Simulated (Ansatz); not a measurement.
A made-up structure of SiH$_{5}$S (charge +1), closed shell:

```csv
atom,x (Å),y (Å),z (Å)
Si1,-0.5383,-0.2915,-0.2665
S2,0.7277,0.8472,-0.1120
H3,-0.5523,-1.3963,0.8756
H4,0.0298,-0.7232,-1.6379
H5,-1.5694,0.8521,-0.1337
H6,0.3200,0.9770,1.2329
H7,1.5825,-0.2652,0.0416
```

It is relaxed with PBE-D4/def2-SVP and then PBE0-D4/def2-TZVP (Ansatz 0.2.0). Atoms count as bonded within 1.22 times the sum of their covalent radii (H–H: 0.88 Å). The end point is not checked to be a true minimum.

Q: Does its bonding change? (Judge from chemistry; the calculation decides.)

A: By the calculation: No: no bond forms or breaks.

Where it ends: The first stage lowers the energy by 5.16 eV in 7 steps. It ends as SiH₅S ([SiH3][SH2]), total charge +1:
```
7
angstrom
Si -0.7659 -0.3993 -0.3957
S 1.0244 0.9533 0.0909
H -0.7567 -1.4120 0.6737
H -0.3683 -0.8601 -1.7369
H -1.8486 0.5978 -0.3434
H 0.7728 1.1360 1.4064
H 1.9423 -0.0157 0.3050
```

Labels in which every atom is bracketed show which atoms are joined, not bond orders.

For scale, one of the runs: PBE0-D4/def2-TZVP relaxation, 104 basis functions, launched by `ansatz run in.yaml --threads 2 --pin off --events-out ev --progress --plain --max-ram 4352MiB`. Hardware: 2 CPU threads of an Arm Neoverse V1, shared host. Wall time about 9 s.
